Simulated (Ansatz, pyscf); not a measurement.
H₂C=S + H₂S → H₃C–S–SH, an addition across a multiple bond or ene-type step on the singlet surface: H–S broken, C–H, S–S formed. Single points on ωB97X-D3(BJ)/def2-SVP structures (PySCF, gas phase). Wave-function energies: Ansatz (a program for electronic structure), frozen core, RHF or UHF references. In kcal/mol, from the separated reactants.

| level | barrier | reaction energy |
|---|---|---|
| M06-2X/def2-TZVP | 42.71 | -31.54 |
| r²SCAN/def2-TZVP | 35.31 | -32.60 |
| CCSD(T)/cc-pV(D+d)Z | 50.14 | -20.43 |
| CCSDT(Q)/cc-pV(D+d)Z | ? | ? |
| CCSD(T)/cc-pV(T+d)Z | 45.95 | -26.17 |
| CCSD(T)/cc-pV(Q+d)Z | ? | -27.57 |

Task: Complete the blanks.

Result: 
- CCSDT(Q)/cc-pV(D+d)Z, barrier: 49.52
- CCSDT(Q)/cc-pV(D+d)Z, reaction energy: -20.31
- CCSD(T)/cc-pV(Q+d)Z, barrier: 44.98

In cc-pV(D+d)Z, going from CCSD(T) to CCSDT(Q) shifts the barrier by -0.62 and the reaction energy by +0.13 kcal/mol. With HF in the quadruple-zeta basis and the correlation energy extrapolated as X⁻³ from X = 3, 4, CCSD(T) gives 43.99 and -28.78; adding the double-zeta shift gives ΔE‡ = 43.37 and ΔE = -28.65 kcal/mol, without core correlation, relativity or geometry relaxation at these levels. From the product side, H₃C–S• + SH• lies, by one bond made or cut, 6.91 kcal/mol under this saddle at ωB97M-D3(BJ)/def2-TZVP. The same reactants have a lower exit, to HS–CH₂–SH (barrier +26.66 kcal/mol at ωB97M-D3(BJ)/def2-TZVP, against +44.39 kcal/mol here). One saddle was located; it need not be the lowest between these sides.
